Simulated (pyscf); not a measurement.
**Routes from F–GeH₃**

Candidate steps break at most two bonds and form at most two. Each was searched with GFN2-xTB (tblite) first. PySCF, gas phase, ωB97X-D3(BJ)/def2-SVP geometries. Energies: ωB97M-D3(BJ)/def2-TZVP, kcal/mol, from the reactant's lowest minimum found, singlet surface; ΔG‡ with ideal gas, 1 atm, RRHO with modes under 100 cm⁻¹ raised to 100, one conformer, R ln 2 for chiral ones without a mode under 150 cm⁻¹.

| products | type | ΔE‡ | ΔE | ΔG‡ 298 K | ΔG‡ 900 K | ν‡ (cm⁻¹) |
|---|---|---|---|---|---|---|
| F–GeH: [singlet] + H₂ | 1,1-elimination | 62.1 | +29.2 | 58.2 | 55.8 | 1341i |
| GeH₂ [singlet] + HF | 1,1-elimination | 65.1 | +51.8 | 61.7 | 59.9 | 1399i |

Row 2: On the product side the descent ends in a complex, 6.8 kcal/mol under the separated species and 17.9 kcal/mol under the saddle at ωB97X-D3(BJ)/def2-TZVP. 

Plain bond fissions and candidates not yet searched are not listed, and one of them may be faster. Each barrier is that of the saddle found; lower ones may exist. Elements up to Kr have no core potential and no relativistic terms here.
